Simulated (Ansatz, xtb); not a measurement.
**Isomers of CH6SSi in order of energy**

3 gas-phase structures of CH6SSi, found in a search over its isomers (lower ones may exist). Each was relaxed with GFN2-xTB; where two conformers were screened, the lower at r2SCAN-D4/def2-SVP is listed:

A. `[SiH3]CS`, a singlet
B. `CS[SiH3]`, a singlet
C. `C[SiH2]S`, a singlet

Problem. Which do you expect lowest at r2SCAN-D4/def2-SVP, and how would the others follow?

Solution. Calculated order at r2SCAN-D4/def2-SVP: C (0.0), B (14.7), A (28.4) kcal/mol.

Energies above the lowest of each column, in kcal/mol; the last columns are at BLYP-D3(BJ)/def2-SVP geometries:

| structure | GFN2-xTB | HF/STO-3G | r2SCAN-D4/def2-SVP | BLYP-D3(BJ)/def2-SVP | CCSD(T)/def2-TZVP |
| --- | --- | --- | --- | --- | --- |
| C | 0.0 | 0.0 | 0.0 | 0.0 | 0.0 |
| B | 0.1 | 8.1 | 14.7 | 12.2 | 13.4 |
| A | 21.9 | 22.2 | 28.4 | 25.5 | 27.9 |

Every level run on C puts it lowest or level with the lowest. Flexible structures stand in one conformer each, not always the lowest.

Programs: Ansatz 0.2.0, xtb 6.7.1.
